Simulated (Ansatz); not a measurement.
**CH3Cl (singlet): the correlation ladder, 6-31G**

The task here is to estimate one member of a computed series from the others.

Method: 6-31G, core rule «outside noble gas», up to 6 orbitals frozen; program: Ansatz 0.2.0, Gaussian basis.

Plan: UHF; CCSD(T) on RHF; BCCD(T) on RHF; CISD; CCSDT(Q) on RHF; CISDTQ; CCSDTQ on RHF; CASSCF and MRCISD+Q, 14 electrons in 11 orbitals; CASSCF and NEVPT2, 14 electrons in 11 orbitals.

18 further runs of the same task are left out: 1 that didn't finish, 17 set aside as unsound or not needed.

### The system

The geometry is an MP2(full)/6-31G* stationary point (not a proven minimum).

5 atoms, charge 0, spin multiplicity 1.

Atoms are counted from 1 here; the program's logs count them from 0.

Bond lengths: C1–Cl2 1.777 Å, C1–H3 1.088 Å, C1–H4 1.088 Å, C1–H5 1.088 Å. Angles: Cl2–C1–H3 108.9°, Cl2–C1–H4 108.9°, Cl2–C1–H5 108.9°, H3–C1–H4 110.0°, H3–C1–H5 110.0°, H4–C1–H5 110.0°.

The first run:

File in.yaml:

```yaml
crystal:
  periodic: [false, false, false]
  atoms:
    - {symbol: C, position_ang: [0.000000, 0.000000, -1.226936]}
    - {symbol: Cl, position_ang: [0.000000, 0.000000, 0.550404]}
    - {symbol: H, position_ang: [0.000000, 1.029318, -1.579827]}
    - {symbol: H, position_ang: [0.891415, -0.514659, -1.579827]}
    - {symbol: H, position_ang: [-0.891415, -0.514659, -1.579827]}
basis:
  gaussian: {orbitals: 6-31G}
magnetization: {spin_polarized: true, initial_magnetization: 0}
hamiltonian: {xc: hf}
output: {orbitals: {seedname: orbitals}}
```

Launch:

```console
$ ansatz run in.yaml --threads 1 --pin off --events-out ev --progress --plain --max-ram 3956MiB --backend cpu
```

Steps of the session up to this table: UHF; CCSD(T) on RHF; BCCD(T) on RHF; CISD; CCSDT(Q) on RHF; CISDTQ; CCSDTQ on RHF; CASSCF and MRCISD+Q, 14 electrons in 11 orbitals; CASSCF and NEVPT2, 14 electrons in 11 orbitals.

One table of the session follows, with a row left open; its other results are not shown here.

```
          method  from RCCSDTQ (kJ/mol)
             RHF                 +421.6
            RMP2                  +65.5
            CISD                  +31.6
           RCCSD                   +8.4
        RCCSD(T)                   +1.2
         BCCD(T)                   +1.2
          RCCSDT                   +0.3
          CISDTQ                   +1.4
       RCCSDT(Q)                    0.0
         RCCSDTQ                      0
  CASSCF valence                      ?
  NEVPT2 valence                  +42.7
  MRCISD valence                   +7.2
MRCISD+Q valence                   +1.4
```

Estimate the missing values for CASSCF valence.

**Answer.** from RCCSDTQ (kJ/mol): +186.9. In the column «from RCCSDTQ (kJ/mol)» it lies between RMP2 (+65.5) and RHF (+421.6).
